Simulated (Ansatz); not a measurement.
# BiOCl (P4/nmm, No. 129)

All values below come from PBE0 (Ansatz, an electronic-structure program, PAW).

Numerical settings: plane-wave cutoff 500 eV, 6×6×4 k mesh (along the axes of the cell as run), gaussian smearing 0.02 eV, scalar-relativistic PAW data made under PBE.

Cell (relaxed with r²SCAN):

```
CELL_PARAMETERS angstrom
      3.89382     0.00000     0.00000
      0.00000     3.89382     0.00000
      0.00000     0.00000     7.57965
ATOMIC_POSITIONS crystal
  Bi 0.50000 0.00000 0.33427
  Bi 0.00000 0.50000 0.66573
  Cl 0.00000 0.50000 0.15538
  Cl 0.50000 0.00000 0.84462
  O  0.00000 0.00000 0.50000
  O  0.50000 0.50000 0.50000
```

- band gap = 4.32 eV (on the SCF k mesh)

Note: cell and atoms aren't relaxed at this level (largest force component 0.22 eV/Å, pressure -0.9 GPa).

Spin–orbit coupling is not included; with these elements it can move the gap by several tenths of an eV or more.

Computed values are for the static lattice.

The result took roughly 3 core-minutes.
